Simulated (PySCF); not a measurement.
Molecule: `C=NC(=O)CC`, C₄H₇NO.

Geometry (Å), atoms numbered from 1 in this order:
```xyz
13

C     3.164   -0.197   -0.042
N     2.147   -0.266    0.705
C     0.914   -0.668    0.160
O     0.782   -1.704   -0.444
C    -0.217    0.276    0.478
C    -1.535   -0.141   -0.142
H     3.124   -0.394   -1.129
H     4.140    0.063    0.391
H     0.091    1.287    0.157
H    -0.277    0.340    1.578
H    -1.462   -0.186   -1.238
H    -1.827   -1.144    0.202
H    -2.335    0.565    0.123
```

Spin–spin couplings on one PBE0-D3(BJ)/def2-SVP geometry, PySCF, gas phase, non-relativistic, equivalent pairs averaged (spin–dipole term only in couplings to heteroatoms); isotopes ¹³C, ¹H, ¹⁵N; functional B3LYP.

**Question.** How do the couplings (Hz) change with the basis set? Times are CPU seconds on shared hosts with different chips, so compare them loosely. Far from the basis limit: 6-31G*, pcJ-0, 6-31G-J, def2-TZVP, cc-pVTZ.

**Answer.** 
```tsv
basis set	functions	¹J(C1,H8)	¹J(C1,H7)	¹J(C5,H9)	¹J(C6,H11)	¹J(C3,C5)	¹J(C5,C6)	¹J(C1,N2)	core-s
6-31G*	98	182.6	169.6	145.1	143.6	65.4	52.3	-14.0	9.4
pcJ-0	99	165.6	151.0	113.9	115.4	41.0	30.6	3.2	9.3
6-31G-J	100	200.3	175.6	136.3	138.7	52.9	40.0	-3.6	9.9
def2-TZVP	228	182.5	162.8	123.8	126.9	52.6	38.3	-6.4	34
cc-pVTZ	278	173.8	153.8	114.7	119.7	46.3	29.1	-11.7	45
```

The Fermi-contact term samples the wavefunction at the nucleus, which is why sets with added tight s functions (names with J) are made for couplings.
